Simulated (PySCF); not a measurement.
# O2 from Hartree–Fock to correlated methods

State: ³Σg⁻ (triplet), unpaired electrons π ↑↑. Set-up: O pcseg-1; no relativity (PySCF 2.14). De refers to O + O in their high-spin ground configurations, without counterpoise correction. The functionals are run spin-unrestricted.

```json
{"Level": "UHF", "Re (Å)": "1.163", "ωe (cm⁻¹)": "1974", "De (eV)": "1.19"}
{"Level": "UHF-MP2", "Re (Å)": "1.241", "ωe (cm⁻¹)": "1386", "De (eV)": "4.96"}
{"Level": "UHF-SCS-MP2", "Re (Å)": "1.226", "ωe (cm⁻¹)": "1504", "De (eV)": "4.44"}
{"Level": "UHF-CCSD", "Re (Å)": "1.214", "ωe (cm⁻¹)": "1631", "De (eV)": "4.15"}
{"Level": "UHF-CCSD(T)", "Re (Å)": "1.224", "ωe (cm⁻¹)": "1556", "De (eV)": "4.37"}
{"Level": "PBE", "Re (Å)": "1.226", "ωe (cm⁻¹)": "1548", "De (eV)": "6.09"}
{"Level": "TPSS", "Re (Å)": "1.228", "ωe (cm⁻¹)": "1538", "De (eV)": "5.37"}
{"Level": "r²SCAN", "Re (Å)": "1.214", "ωe (cm⁻¹)": "1612", "De (eV)": "5.40"}
{"Level": "B3LYP", "Re (Å)": "1.212", "ωe (cm⁻¹)": "1632", "De (eV)": "5.18"}
{"Level": "PBE0", "Re (Å)": "1.199", "ωe (cm⁻¹)": "1710", "De (eV)": "5.16"}
{"Level": "B97-3", "Re (Å)": "1.203", "ωe (cm⁻¹)": "1697", "De (eV)": "5.21"}
{"Level": "LC-ωPBE", "Re (Å)": "1.195", "ωe (cm⁻¹)": "1767", "De (eV)": "5.33"}
```

Question: Which functional lies closest to UHF-CCSD(T) in De, which farthest, and by how much do they differ from it?

Answer: Closest is PBE0 (-2.5 pm in Re, +9.9 % in ωe, +0.79 eV in De against UHF-CCSD(T) in the same basis), farthest PBE (+0.2 pm in Re, -0.5 % in ωe, +1.72 eV in De). CCSD(T) converges more slowly with the basis than the functionals do and binds too weakly in this one, so the order can change at the basis-set limit.

Question: What does the step from GGA to meta-GGA do here, going from PBE to r²SCAN?

Answer: r²SCAN less PBE: -1.2 pm in Re, +4.1 % in ωe, -0.69 eV in De. 

Question: What does second-order correlation do here, going from UHF to UHF-MP2?

Answer: UHF-MP2 less UHF: +7.8 pm in Re, -29.8 % in ωe, +3.77 eV in De. Correlation nearly always deepens the well. The bond lengthens, as in strong covalent bonds, where excitations into antibonding orbitals dominate.

Measured (Huber and Herzberg, Constants of Diatomic Molecules (1979)): Re = 1.20752 Å, ωe = 1580.193 cm⁻¹.

Correlated steps freeze 2 core orbitals. Correlated levels converge slowly with the basis: in double zeta they bind strong bonds too weakly, by up to about 1 eV, and carry superposition errors of some tenths. The state is the lowest determinant that a PBE0 search found; another state may lie lower at other levels.
